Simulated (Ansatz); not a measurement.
System: litharge SnO. Method: HSE06 (Ansatz, a first-principles code, PAW).

Numerical settings: plane-wave cutoff 460 eV, 8×8×6 k mesh (along the axes of the cell as run), Fermi–Dirac smearing 0.01 eV, scalar-relativistic PAW data made under PBE.

Cell (measured lattice):

```cif
data_O2Sn2
_chemical_formula_sum 'Sn2 O2'
_space_group_name_H-M_alt 'P 1'
_space_group_IT_number 1
_cell_length_a 3.80100
_cell_length_b 3.80100
_cell_length_c 4.83500
_cell_angle_alpha 90.000
_cell_angle_beta 90.000
_cell_angle_gamma 90.000
loop_
_space_group_symop_operation_xyz
  'x, y, z'
loop_
_atom_site_label
_atom_site_type_symbol
_atom_site_fract_x
_atom_site_fract_y
_atom_site_fract_z
_atom_site_occupancy
Sn1 Sn 0.50000 0.00000 0.76310 1
Sn2 Sn 0.00000 0.50000 0.23690 1
O1 O 0.50000 0.50000 0.00000 1
O2 O 0.00000 0.00000 0.00000 1
```

Problem. Give the computed band gap, smallest direct gap on the k points sampled and direct gap at Γ.

Solution. 
- band gap = 0.42 eV
- smallest direct gap on the k points sampled = 2.68 eV
- direct gap at Γ = 2.79 eV

Note: cell and atoms aren't relaxed at this level (largest force component 0.13 eV/Å).

Spin–orbit coupling is not included.
